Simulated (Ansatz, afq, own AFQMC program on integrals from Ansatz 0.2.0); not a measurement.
Where AFQMC and coupled cluster stand for SiH2, singlet

```xyz
3

Si    0.0000   -0.0715    0.0000
H     0.0000    0.9958   -1.0900
H     0.0000    0.9958    1.0900
```

Basis cc-pVTZ. Noble-gas cores (and the filled d shells of Ga–Kr and In–Xe) are frozen. Ansatz 0.2.0 and our own AFQMC program on the same integrals; the CISD trial comes from CCSD amplitudes, and released means the phaseless constraint is let go. Error bars are statistical, one sigma.

Determinant: RHF, the one that the program's search chose, which needn't be the lowest solution. The geometry is a PBE0/def2-TZVP stationary point of this or a neighbouring charge and spin state.

No full CI on the walks' own integrals is used here; CCSDT(Q) serves as the reference and is uncertain by about the last step of the cluster series.

Cautions: higher spins were not checked; restricted determinant unstable towards unrestricted (UHF 111 meV lower, ⟨S²⟩ 0.41).

```
T1 diagnostic                               : 0.0139
weight of the determinant in the CISD state : 0.904
size of the correlated space                : 6 electrons in 57 orbitals
```

Reference: CCSDT(Q), correlation energy -3.849 eV. The released energy is read at 2.40 1/Eh (meV from the phaseless value at times in 1/Eh: -4 ± 9 at 0.24, -2 ± 8 at 0.51, -17 ± 8 at 0.99, -14 ± 9 at 1.62, -8 ± 9 at 2.40).

```csv
level,E − E(reference) (kJ/mol),share of correlation (%)
HF,371.4,0.00
MP2,84.2,77.32
CCSD,12.2,96.73
CCSD(T),2.4,99.35
CCSDT,0.4,99.90
ph-AFQMC/HF,-5.3 ± 4.0,101.43
ph-AFQMC/CISD,0.4 ± 0.7,99.89
released AFQMC,-0.3 ± 0.9,100.09
```

A walk keeps the symmetry of its determinant, which the program's search chose and which needn't be the lowest solution, so a lower state of the same spin and another symmetry isn't excluded. Released energies are given only where the last usable release times agree within the noise; a slower fall can still hide under it.
